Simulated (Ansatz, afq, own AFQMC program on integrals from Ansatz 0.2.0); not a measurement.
**Where AFQMC and coupled cluster stand for BSiH₃, triplet**

```xyz
5

B    -1.9922    0.0000    0.0000
H    -2.5889    1.0336    0.0000
H    -2.5889   -1.0336    0.0000
H    -0.5622    0.0000    0.0000
Si    0.9728    0.0000    0.0000
```

Connectivity, by distances: BH2 ··· Si, 1 bridging H.

Basis cc-pVTZ. Noble-gas cores (and the filled d shells of Ga–Kr and In–Xe) are frozen. Integrals, coupled cluster, full CI and functionals: Ansatz 0.2.0; the random walks run on the same integrals in our own AFQMC program. ph-AFQMC/CISD is guided by a CISD state made of CCSD amplitudes; releasing the constraint for a short imaginary time cuts its bias at the price of noise, slowly where states lie close. Uncertainties: one standard error, sampling alone.

Determinant: UHF, the one that the program's search chose, which needn't be the lowest solution. The geometry is a point of a scan.

No full CI on the walks' own integrals is used here; CCSDT(Q) serves as the reference and is uncertain by about the last step of the cluster series.

Cautions: lower spins were not checked; higher spins were not checked; raised T1 diagnostic (T1 0.042, weight of the determinant 0.84, largest double 0.08); the released energies are still falling, so no released level is given (meV from the phaseless value at times in 1/Eh: -17 ± 3 at 0.24, -27 ± 4 at 0.51, -35 ± 5 at 0.99, -63 ± 13 at 1.62, -50 ± 14 at 2.40), though the last usable value meets CCSDT(Q) within the noise.

The T1 diagnostic is 0.0418. The weight of the determinant in the CISD state is 0.843. The ⟨S²⟩ of the determinant is 2.041. The size of the correlated space is 10 electrons in 100 orbitals.

Reference: CCSDT(Q), correlation energy -6.421 eV.

| level | E − E(reference) (kJ/mol) | share of correlation (%) |
| --- | --- | --- |
| HF | 619.6 | 0.00 |
| MP2 | 135.2 | 78.18 |
| CCSD | 29.8 | 95.18 |
| CCSD(T) | 6.6 | 98.93 |
| CCSDT | 1.4 | 99.78 |
| ph-AFQMC/CISD | 3.4 ± 0.5 | 99.45 |

A walk keeps the symmetry of its determinant, which the program's search chose and which needn't be the lowest solution, so a lower state of the same spin and another symmetry isn't excluded.
